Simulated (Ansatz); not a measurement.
# F2HP: the cost of one run

Computed with Ansatz 0.2.0, Gaussian basis. Level: def2-QZVPP, all electrons in the functionals.

To be run: PBE, BLYP, r2SCAN, B97M-V, PBE0, B3LYP, at charge 0, triplet; charge 0, singlet; charge 0, quintet; charge 1, doublet; charge 1, quartet.

2 further runs of the same task are left out: 2 set aside as unsound or not needed.

## Step 1: The system

The geometry is a PBE0/def2-TZVP stationary point (not a proven minimum).

4 atoms, charge 0, spin multiplicity 3.

Atoms are counted from 1 here; the program's logs count them from 0.

Bond lengths: F1–P2 1.632 Å, P2–F3 1.632 Å, P2–H4 1.402 Å. Angles: F1–P2–F3 164.9°, F1–P2–H4 97.6°, F3–P2–H4 97.6°.

No dispersion term is added; B97M-V holds VV10 nonlocal correlation. B3LYP takes the VWN-RPA correlation.

The geometry shown and the zero of energy belong to the point charge 0, triplet. The yardstick, UCCSD(T), and other wave-function levels (R restricted, U unrestricted, valence and pair active spaces) come from earlier runs.

## Step 2: PBE, charge 0, triplet

Contents of in.yaml:

```yaml
crystal:
  periodic: [false, false, false]
  atoms:
    - {symbol: F, position_ang: [0.000000, -0.118388, 1.617771]}
    - {symbol: P, position_ang: [0.000000, 0.096465, 0.000000]}
    - {symbol: F, position_ang: [0.000000, -0.118388, -1.617771]}
    - {symbol: H, position_ang: [0.000000, 1.498583, 0.000000]}
basis:
  gaussian: {orbitals: "def2-QZVPP.json"}
magnetization: {spin_polarized: true, initial_magnetization: 2}
hamiltonian: {xc: {name: PBE}}
output: {orbitals: {seedname: orbitals}}
```

Command:

```bash
> ansatz run in.yaml --threads 1 --pin off --events-out ev --progress --plain --max-ram 2393MiB
```

**Question.** How long does this run take on 1 thread of Arm Neoverse V2, shared host?

About 3.9 s.
